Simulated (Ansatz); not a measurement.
Fluorite SrCl₂ was calculated with PBE-D4 in Ansatz (plane waves, PAW).

Numerical settings: plane-wave cutoff 500 eV, 8×8×8 k mesh, gaussian smearing 0.02 eV, scalar-relativistic PAW data made under PBE.

Cell (relaxed at this level):

```yaml
crystal:
  lattice:
    - [0.00000, 3.48404, 3.48404]
    - [3.48404, 0.00000, 3.48404]
    - [3.48404, 3.48404, 0.00000]
  atoms:
    - { symbol: Sr, position: [0.00000, 0.00000, 0.00000] }
    - { symbol: Cl, position: [0.25000, 0.25000, 0.25000] }
    - { symbol: Cl, position: [0.75000, 0.75000, 0.75000] }
```

Q: Estimate the band gap that the calculation returns.

A: 
- band gap: 5.36 eV (on the SCF k mesh)

Measured, for comparison: band gap 7.5 eV (temperature not stated, no zero-point or thermal correction; as tabulated in Aguado et al. (1999), arXiv:cond-mat/9901145).

Spin–orbit coupling is not included.

The result took roughly 9 core-seconds.

Ansatz is a program for electronic structure.
